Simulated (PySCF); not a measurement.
Ionising SiCl

UHF-CCSD(T); Si def2-SVPD, Cl def2-SVPD; no relativity (PySCF 2.14). Neutral (UHF): doublet (π ↑), Re = 2.118 Å, ωe = 506 cm⁻¹, De = 3.91 eV.

SiCl⁻ (UHF): triplet (π ↑↑), Re = 2.351 Å, ωe = 309 cm⁻¹, De = 1.53 eV to Si + Cl⁻. The energies at the minima are -748.43085 hartree for SiCl and -748.46996 for SiCl⁻.

Q: Work out the adiabatic electron affinity, without and with harmonic zero-point energies (1 hartree = 27.2114 eV, 1 eV = 8065.5 cm⁻¹), and the change of the bond length.

A: At UHF-CCSD(T): 0.03911 hartree = 1.064 eV between the minima; the zero-point term (506.0 − 309.0)/2 cm⁻¹ = +0.012 eV makes it 1.076 eV. Re changes by +23.3 pm against the neutral. The electron enters a π orbital, and the longer bond of the ion fits an antibonding orbital, or a change in how ionic the bond is.

Correlated steps freeze 10 core orbitals. Correlated levels converge slowly with the basis: in double zeta they bind strong bonds too weakly, by up to about 1 eV, and carry superposition errors of some tenths. For an ion De counts to the pair picked by the measured ionisation energies or electron affinities, which need not be the lowest pair at this level. States were picked by a PBE0 search and need not be the measured ground states.
